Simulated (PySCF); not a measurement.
Estimate the missing entries of this data sheet.

Species: carbon trimer, C₃ (singlet state).
Structure used (GFN2-xTB), in Å, numbered top down from 1:
```xyz
3
C3 angstrom
C     -1.2409    0.4001   -0.0027
C      0.0064    0.0792   -0.0112
C      1.2459   -0.2699    0.0014
```

```tsv
property	level	value
point group of the GFN2-xTB geometry	GFN2-xTB	D∞h
rotational constant B (linear) of the GFN2-xTB geometry	GFN2-xTB	?
dipole moment	PBE0/pcSseg-1	0.00 D by symmetry (numerical residue 0.03 D)
HOMO energy	PBE0/pcSseg-1	-9.50 eV
LUMO energy	PBE0/pcSseg-1	?
13C chemical shifts (computed TMS as zero) by class	GIAO PBE0/pcSseg-1	380.9 (C1/C3), 158.8 (C2) ppm
largest of the computed one-bond spin–spin couplings (means over like bonds)	B3LYP/pcJ-1	?
```

The electronic properties come from PySCF, for the isolated species, density fitting.

Task: The largest of the computed one-bond spin–spin couplings (means over like bonds)?

Result: 13C–13C +23.5 (C1–C2 and 1 like it) Hz.

Task: What is the LUMO energy?

Result: -4.46 eV.

Task: Give the rotational constant B (linear) of the GFN2-xTB geometry.

Result: 12.698 GHz.

Point group D∞h forbids a permanent dipole, so the rigid molecule has no electric-dipole pure rotational spectrum. B corresponds to 0.4235 cm⁻¹ and a moment of inertia of 39.8 u Å² (most abundant isotopes).

For the NMR shielding job (PBE0/pcSseg-1), on one thread, Arm Neoverse V1, no GPU, on a shared host, this took 1.5 s.
